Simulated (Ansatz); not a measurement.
**SiH2 (quintet): wave-function methods side by side, def2-TZVPP**

One table from this session's results is given with a row withheld; the runs are named, their logs left out.

Method: def2-TZVPP, core rule «outside noble gas», up to 5 orbitals frozen; program: Ansatz 0.2.0, Gaussian basis.

Plan: UHF; ROHF; CCSD(T) on UHF.

2 further runs of the same task are left out: 2 set aside as unsound or not needed.

## What is computed

The geometry is a PBE0/def2-TZVP stationary point (not a proven minimum) of the parent state, kept for this charge and spin.

3 atoms, charge 0, spin multiplicity 5.

Atoms are counted from 1 here; the program's logs count them from 0.

Bond lengths: Si1–H2 1.486 Å, Si1–H3 1.486 Å. Angles: H2–Si1–H3 118.7°.

The first run:

File in.yaml:

```yaml
crystal:
  periodic: [false, false, false]
  atoms:
    - {symbol: Si, position_ang: [0.000000, -0.050740, 0.000000]}
    - {symbol: H, position_ang: [0.000000, 0.706913, -1.278374]}
    - {symbol: H, position_ang: [0.000000, 0.706912, 1.278374]}
basis:
  gaussian: {orbitals: def2-TZVPP}
magnetization: {spin_polarized: true, initial_magnetization: 4}
hamiltonian: {xc: hf}
output: {orbitals: {seedname: orbitals}}
```

Run with:

```
ansatz run in.yaml --threads 1 --pin off --events-out ev --progress --plain --max-ram 2816MiB --backend cpu
```

Among the steps run: UHF; ROHF; CCSD(T) on UHF.

One of the session's tables, all rows but one given; the rest of the session is left out.

```
  method  from UCCSD(T) (meV)
    ROHF              +3028.8
     UHF              +2920.9
    UMP2                    ?
   UCCSD               +122.0
UCCSD(T)                    0
```

**Question.** Estimate the row for UMP2.

As computed: from UCCSD(T) (meV): +680.8. In the column «from UCCSD(T) (meV)» it lies between UCCSD (+122.0) and UHF (+2920.9).
